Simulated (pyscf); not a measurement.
•H₂Si–Br (SMILES [SiH2]Br) + H₂ (SMILES [H][H]) -> H₃Si–Br (SMILES [SiH3]Br) + H• (SMILES [H]), a hydrogen abstraction (doublet surface; H–H broken, H–Si formed). Single points on ωB97X-D3(BJ)/def2-SVP structures (PySCF, gas phase). Energies in eV from the separated reactants.

Small-basis levels: PySCF, no dispersion term, spherical d functions. AM1 to PM7: differences of heats of formation from MOPAC, which are fitted to 298 K values and so differ in kind from electronic energies by zero-point and thermal terms. GFN2-xTB: tblite. Open shells are spin-unrestricted. 

```json
[
 {"level": "B3LYP/LANL2DZ", "barrier": "…", "reaction energy": "+0.86"},
 {"level": "M06-2X/6-31G*+LANL2DZ", "barrier": "0.89", "reaction energy": "+0.64"},
 {"level": "B3LYP/def2-SVP", "barrier": "…", "reaction energy": "+0.65"},
 {"level": "GFN2-xTB", "barrier": "-0.15", "reaction energy": "-0.44"},
 {"level": "PM3", "barrier": "0.85", "reaction energy": "+1.62"},
 {"level": "PM6", "barrier": "1.11", "reaction energy": "+1.70"},
 {"level": "PM7", "barrier": "2.16", "reaction energy": "+2.70"},
 {"level": "ωB97M-D3(BJ)/def2-TZVP", "barrier": "…", "reaction energy": "+0.53"}
]
```

Some entries are withheld; supply them.


- B3LYP/LANL2DZ, barrier: 0.88
- B3LYP/def2-SVP, barrier: 0.68
- ωB97M-D3(BJ)/def2-TZVP, barrier: 0.74

Against the last row the barrier runs from -0.89 (GFN2-xTB) to +1.42 eV (PM7). At GFN2-xTB, PM3, PM6, PM7 this geometry lies under one side, so the entry may be no barrier of that level: it is a single point on another level's saddle. ωB97M-D3(BJ)/def2-TZVP has limits of its own. This is the saddle that the search found; another between the same sides may lie lower. The angle at the transferred H is 179°. In the def2 sets elements up to Kr have no core potential.
